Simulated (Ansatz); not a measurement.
Basis-set extrapolation for `CN=C(O)O` (PBE0-D4/def2-TZVP geometry, frozen core, the Gaussian-basis code of Ansatz). Multiplicity 1, RHF reference.

|  | def2-TZVPP | def2-QZVPP |
| --- | --- | --- |
| HF | -282.937734 | -282.950794 |
| MP2 correlation | -1.007311 | -1.081800 |
| CCSD(T) correlation | -1.068645 | not run |

Energies in hartree. Use E(X) = E(∞) + A·exp(−7.88·√X) for Hartree–Fock and E(X) = E(∞) + B·X^(−2.97) for correlation, with X = 3 and 4, and add CCSD(T) minus MP2 of the smaller set to the MP2 limit.

Question: What is the CCSD(T) energy at the basis-set limit?

Answer: HF limit: -282.950794 + (-0.013060) × 0.13774 = -282.95259. MP2 limit: -1.081800 + (-0.074489) × 0.74074 = -1.13698. Higher-order term: -1.068645 − (-1.007311) = -0.06133. Total: -284.15090 hartree, 90.7 kcal/mol below CCSD(T)/def2-TZVPP.
